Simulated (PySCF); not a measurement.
Species: C4H7O (doublet state).
Structure used (PBE0-D3(BJ)/def2-SVP), in Å, numbered top down from 1:
```xyz
12
C4H7O angstrom
C      2.4928    0.6368    0.0788
C      1.4280   -0.1657    0.0649
O      0.1655    0.3089    0.0943
C     -0.8745   -0.5662    0.1045
C     -2.2121    0.0476   -0.0169
H      2.3769    1.7215    0.1203
H      3.4941    0.2079    0.0488
H      1.5139   -1.2593    0.0298
H     -0.6579   -1.5779   -0.2593
H     -2.3374    0.8623    0.7147
H     -2.9944   -0.7030    0.1643
H     -2.3926    0.4856   -1.0197
```

The hyperfine couplings belong to this conformer and change with its torsions.

The species is `C=CO[CH]C` [radical].

Computed with UKS B3LYP, IGLO-III on C O, pcH-1 on H, non-relativistic, mean-field spin-orbit, GIAO (PySCF). Isolated species at its PBE0-D3(BJ)/def2-SVP geometry (one conformer only). The SCF solution wasn't tested for stability.

Q: What is the g tensor, term by term?

A: 
```
                    Δg (ppm)     1     2     3
relativistic mass correction  -176  -176  -176
            gauge correction     1    44    31
   orbital Zeeman/spin–orbit   -28   918  1701
                       total  -203   785  1556
```

So g = 2.00212, 2.00310, 2.00387 and g_iso = 2.00303; the tensor is rhombic: the two nearest values differ by 44 % of g3 − g1. Axes: g3 points within 9° of the C4–C5 bond.

Q: At 9.512 GHz, how far is the centre of the isotropic spectrum from where a free electron (g = 2.002319) resonates?

A: B = hν/(g μB) with μB/h = 13.99624 MHz/mT gives 339.41 mT for the free electron and 339.29 mT at g_iso, 0.12 mT lower.

Q: What are the electron Larmor frequencies g μB B/h along the three axes at 1200 mT?

A: 33.6265, 33.6431, 33.6561 GHz for g1, g2 and g3, a range of 29.5 MHz.

Q: In a frozen sample, at which fields do the three g values resonate at 9.5, 34, 94 and 263 GHz (hyperfine left aside), and which band first spreads them over more than twice a line width of 0.3 mT?

A: 
```tsv
band	GHz	B(g3) mT	B(g2) mT	B(g1) mT	spread mT
X	9.5	338.72	338.85	339.02	0.30
Q	34.0	1212.26	1212.73	1213.33	1.06
W	94.0	3351.55	3352.84	3354.49	2.94
J	263.0	9377.21	9380.81	9385.45	8.24
```

The spread grows in proportion to the frequency. Q band is the first where it exceeds 0.6 mT.

The largest Mulliken spin populations are on C4 (+0.93), C1 (+0.08), C5 (-0.08) and H12 (+0.07). C4 is the only atom above +0.15. The angles at C4 add up to 353.6°, so it is slightly pyramidal.

The HOMO–LUMO gaps are 4.88 eV among the α and 5.61 eV among the β orbitals.

The run took 41 s wall on one thread, x86-64 server, on a shared host.
